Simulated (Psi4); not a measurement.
# [S3]2− ([S3]2-) at HF/cc-pVTZ

What is the vertical singlet–triplet gap of [S3]2− ([S3]2-) at HF/cc-pVTZ? Input form: a QCSchema input.

Program for the calculation: Psi4 1.11.

1 further run of the same task is left out (set aside as unsound or not needed).

### 1 The system as given

[S3]2− has 3 atoms, charge -2, and is taken as a singlet. The shape is that of a GFN2-xTB optimisation.

Bond lengths: S1–S2 2.028 Å, S2–S3 2.028 Å. Angles: S1–S2–S3 112.4°.

### 2 The energy at HF/cc-pVTZ

Input file job.json:

```json
{
 "schema_name": "qcschema_input",
 "schema_version": 1,
 "molecule": {
  "schema_name": "qcschema_molecule",
  "schema_version": 2,
  "symbols": ["S", "S", "S"],
  "geometry": [1.34848967, -0.30063653, 2.95581512, -0.76626505, 1.19109438, 0.12846358, -0.58222462, -0.89043895, -3.0842787],
  "molecular_charge": -2,
  "molecular_multiplicity": 1,
  "fix_symmetry": "c1"
 },
 "driver": "energy",
 "model": {
  "method": "scf",
  "basis": "cc-pVTZ"
 },
 "keywords": {
  "puream": true,
  "e_convergence": 1e-09,
  "d_convergence": 1e-08,
  "scf_type": "pk"
 }
}
```

Launch:

```bash
$ psi4 --qcschema job.json -n 1 --memory 1600MB
```

stdout:

```text
[...]
  Running in c1 symmetry.
[...]
  Nuclear repulsion =  173.783652772933920
[...]
  Multiplicity = 1
[...]
  Nalpha       = 25
  Nbeta        = 25
[...]
    Number of basis functions: 102
[...]
   @RHF iter   1: -1192.42748619574832   -4.19927e-01   3.78916e-03 ADIIS/DIIS
[...]
   @RHF iter  12: -1192.53080019198251   -1.84173e-11   4.73830e-09 DIIS
[...]
    Orbital Energies [Eh]
    ---------------------
    Doubly Occupied:
       1A    -91.582264     2A    -91.513422     3A    -91.513420
       4A     -8.580425     5A     -8.516474     6A     -8.516468
       7A     -6.261953     8A     -6.260703     9A     -6.259843
      10A     -6.198091    11A     -6.198089    12A     -6.196188
      13A     -6.196186    14A     -6.195913    15A     -6.195912
      16A     -0.642607    17A     -0.492602    18A     -0.342102
      19A     -0.093485    20A     -0.077244    21A     -0.072910
      22A      0.040750    23A      0.057705    24A      0.063361
      25A      0.124315
[...]
  @RHF Final Energy: -1192.53080019198251
   => Energetics <=
    Nuclear Repulsion Energy =            173.7836527729339196
    One-Electron Energy =               -2017.3885635317808465
    Two-Electron Energy =                 651.0741105668644195
    Total Energy =                      -1192.5308001919825074
[...]
 Multipole Moments:
 ------------------------------------------------------------------------------------
     Multipole            Electronic (a.u.)      Nuclear  (a.u.)        Total (a.u.)
 ------------------------------------------------------------------------------------
 L = 1.  Multiply by 2.5417464519 to convert [e a0] to [Debye]
 Dipole X            :         -0.6227714           -0.0000000           -0.6227714
 Dipole Y            :         -0.0591393            0.0000000           -0.0591393
 Dipole Z            :         -0.0000000            0.0000000           -0.0000000
 Magnitude           :                                                    0.6255730
[...]
```

The result, in JSON:

```text
{
 "driver": "energy",
 "model": {
  "method": "scf",
  "basis": "cc-pVTZ"
 },
 "success": true,
 "return_result": -1192.5308001919825,
 "properties": {
  "calcinfo_nbasis": 102,
  "calcinfo_nmo": 102,
  "calcinfo_nalpha": 25,
  "calcinfo_nbeta": 25,
  "calcinfo_natom": 3,
  "nuclear_repulsion_energy": 173.78365277293392,
  "return_energy": -1192.5308001919825,
  "scf_one_electron_energy": -2017.3885635317808,
  "scf_two_electron_energy": 651.0741105668644,
  "scf_dipole_moment": [-0.6227713621160733, -0.05913930071190365, -4.500608475834345e-15],
  "scf_total_energy": -1192.5308001919825,
  "scf_iterations": 12
 }
}
```

It took 19 s on 1 thread of Intel Xeon 6975P-C (Granite Rapids), shared host; peak memory 0.58 GiB.

### 3 The triplet: energy and gradient at UHF/cc-pVTZ

Input file input.json:

```json
{
  "schema_name": "qcschema_input",
  "schema_version": 1,
  "molecule": {
    "schema_name": "qcschema_molecule",
    "schema_version": 2,
    "symbols": ["S", "S", "S"],
    "geometry": [1.34848967, -0.30063653, 2.95581512, -0.76626505, 1.19109438, 0.12846358, -0.58222462, -0.89043895, -3.0842787],
    "molecular_charge": -2,
    "molecular_multiplicity": 3,
    "fix_symmetry": "c1",
    "fix_com": true,
    "fix_orientation": true
  },
  "driver": "gradient",
  "model": {
    "method": "scf",
    "basis": "cc-pVTZ"
  },
  "keywords": {
    "reference": "uhf",
    "puream": true,
    "e_convergence": 1e-09,
    "d_convergence": 1e-08,
    "scf_type": "pk",
    "maxiter": 200
  }
}
```

Launch:

```bash
$ psi4 --qcschema input.json -n 1 --memory 1600MB
```

stdout:

```text
[...]
  Running in c1 symmetry.
[...]
  Nuclear repulsion =  173.783652772933891
[...]
  Multiplicity = 3
[...]
  Nalpha       = 26
  Nbeta        = 24
[...]
    Number of basis functions: 102
[...]
   @UHF iter   1: -1192.30622803660140   -2.98669e-01   4.02696e-03 ADIIS/DIIS
[...]
   @UHF iter  22: -1192.42992461653625   -6.91216e-11   7.56536e-09 DIIS
[...]
   @S^2 Observed:                2.046942527E+00
[...]
    Orbital Energies [Eh]
    ---------------------
    Alpha Occupied:
       1A    -91.617107     2A    -91.515490     3A    -91.515430
       4A     -8.617725     5A     -8.519631     6A     -8.519588
       7A     -6.303847     8A     -6.294997     9A     -6.291211
      10A     -6.203676    11A     -6.203644    12A     -6.202241
      13A     -6.202223    14A     -6.196791    15A     -6.196722
      16A     -0.686966    17A     -0.517958    18A     -0.391188
      19A     -0.131784    20A     -0.121037    21A     -0.119155
      22A      0.016063    23A      0.044492    24A      0.048799
      25A      0.074480    26A      0.224379
    Alpha Virtual:
[...]
  @UHF Final Energy: -1192.42992461653625
   => Energetics <=
    Nuclear Repulsion Energy =            173.7836527729338911
    One-Electron Energy =               -2016.8665592036477392
    Two-Electron Energy =                 650.6529818141775650
    Total Energy =                      -1192.4299246165362547
  UHF NO Occupations:
  HONO-2 :   24  A 1.9902181
  HONO-1 :   25  A 1.0000000
[...]
 Multipole Moments:
 ------------------------------------------------------------------------------------
     Multipole            Electronic (a.u.)      Nuclear  (a.u.)        Total (a.u.)
 ------------------------------------------------------------------------------------
 L = 1.  Multiply by 2.5417464519 to convert [e a0] to [Debye]
 Dipole X            :         -0.4217741            0.0000000           -0.4217741
 Dipole Y            :          0.6536791            0.0003024            0.6539815
 Dipole Z            :          0.0678484            0.0000000            0.0678484
 Magnitude           :                                                    0.7811457
[...]
  -Total Gradient:
     Atom            X                  Y                   Z
    ------   -----------------  -----------------  -----------------
       1       -0.031046738497     0.008353632783    -0.065515272341
       2        0.019153942905    -0.029502382534    -0.002731500257
       3        0.011892795591     0.021148749753     0.068246772606
[...]
```

The result, in JSON:

```text
{
 "driver": "gradient",
 "model": {
  "method": "scf",
  "basis": "cc-pVTZ"
 },
 "success": true,
 "return_result": [-0.031046738496619382, 0.008353632782549358, -0.0655152723414361, 0.019153942904614724, -0.02950238253435125, -0.0027315002566155495, 0.0118927955911457, 0.021148749753087698, 0.06824677260568937],
 "properties": {
  "calcinfo_nbasis": 102,
  "calcinfo_nmo": 102,
  "calcinfo_nalpha": 26,
  "calcinfo_nbeta": 24,
  "calcinfo_natom": 3,
  "nuclear_repulsion_energy": 173.7836527729339,
  "return_energy": -1192.4299246165363,
  "return_gradient": [-0.031046738496619382, 0.008353632782549358, -0.0655152723414361, 0.019153942904614724, -0.02950238253435125, -0.0027315002566155495, 0.0118927955911457, 0.021148749753087698, 0.06824677260568937],
  "scf_one_electron_energy": -2016.8665592036477,
  "scf_two_electron_energy": 650.6529818141776,
  "scf_dipole_moment": [-0.421774101387257, 0.653981468402511, 0.06784841982743561],
  "scf_total_energy": -1192.4299246165363,
  "scf_total_gradient": [-0.031046738496619382, 0.008353632782549358, -0.0655152723414361, 0.019153942904614724, -0.02950238253435125, -0.0027315002566155495, 0.0118927955911457, 0.021148749753087698, 0.06824677260568937],
  "scf_iterations": 22
 }
}
```

Wall time 52 s (1 thread of Intel Xeon 6975P-C (Granite Rapids), shared host); peak memory 0.58 GiB.

### 4 What came out

At HF/cc-pVTZ:

| quantity | value |
| --- | --- |
| singlet: total energy | -1192.53080 Eh |
| singlet: HOMO energy | 3.38 eV |
| singlet: LUMO energy | 13.35 eV |
| singlet: HOMO–LUMO gap (to an unbound level, set by the basis) | 9.96 eV |
| triplet: total energy | -1192.42992 Eh |
| triplet: HOMO energy (highest over α and β) | 6.11 eV |
| triplet: LUMO energy (lowest over α and β) | 10.91 eV |
| triplet: ⟨S²⟩ | 2.047 |
| triplet: largest force on an atom | 3.753 eV/Å |
| vertical energy of the triplet above the singlet | 2.745 eV |

In words: At this shape the triplet lies 2.74 eV (63 kcal/mol) above the singlet. Its highest level lies above zero, so the electron may be held by the basis, which then sets this gap. The HOMO (singlet) lies at positive energy, 3.38 eV: the electron is unbound at this level or held by a compact basis; values depend on the basis. The HOMO (triplet) lies at positive energy, 6.11 eV: the electron is unbound at this level or held by a compact basis; values depend on the basis.
